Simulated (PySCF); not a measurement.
**What each rung costs, and what it gives**

Saddle point of CH₅BO, singlet (CH₅BO ([CH3][BH][OH]) → BHO ([BH][O]) + CH₄; bonds formed: C2–H4; bonds broken: B1–C2, O3–H4), PBE0-D4/def2-TZVP structure:

```xyz
8
angstrom
B -0.8018 -0.2628 -0.6296
C 0.5243 0.3420 0.4455
O -0.6886 -1.5290 -0.8056
H 0.2233 -0.8740 -0.0167
H -1.5129 0.6452 -0.9531
H 1.3448 -0.2135 0.9222
H 0.9744 1.0927 -0.2035
H -0.0634 0.7994 1.2409
```

Barriers are electronic and count from the start structure reached by relaxing down the imaginary mode.

Computed with PySCF 2.14 with density fitting (its default auxiliary sets; JK sets also for MP2 and CCSD(T)) (basis: as named in each row); correlated methods freeze the cores. B3LYP uses VWN-RPA correlation. Extrapolation: Hartree–Fock as exp(−7.88 √X), correlation as X^−2.97.

Times are rough, for one single point on 4 threads of a shared host (Arm Neoverse V1).

The estimate by CCSD(T) at an estimated basis limit (MP2 extrapolated from triple and quadruple zeta, plus CCSD(T) − MP2 in triple zeta) is 63.25 kcal/mol.

| method | basis | time (s) | barrier (kcal/mol) | method less estimate |
| --- | --- | --- | --- | --- |
| HF | STO-3G | under 1 | 127.41 | 64.15 |
| B3LYP-D4 | 6-31G | 3 | 68.84 | 5.59 |
| MP2 | def2-QZVPP | 3 | 60.68 | -2.57 |
| PBE-D4 | def2-SVP | 4 | 54.13 | -9.12 |
| PBE0-D4 | def2-SVP | 4 | 60.38 | -2.87 |
| SPW92 | def2-TZVPP | 8 | 52.79 | -10.47 |
| PBE0-D4 | def2-TZVPP | 9 | 60.73 | -2.52 |
| BHLYP-D4 | def2-TZVPP | 9 | 69.10 | 5.85 |
| B3LYP-D4 | def2-TZVPP | 9 | 62.25 | -1.00 |
| PBE-D4 | def2-TZVPP | 11 | 54.86 | -8.39 |
| CCSD(T) | def2-SVP | 21 | 64.32 | 1.07 |
| r2SCAN-D4 | def2-TZVPP | 21 | 58.74 | -4.52 |
| wB97M-V | def2-TZVPP | 120 | 62.78 | -0.47 |
| CCSD(T) | def2-TZVPP | 190 | 63.62 | 0.37 |

All methods are single points on the PBE0-D4 structures.

T1 diagnostic: at most 0.017.

Labels in which every atom is bracketed show which atoms are joined, not bond orders.
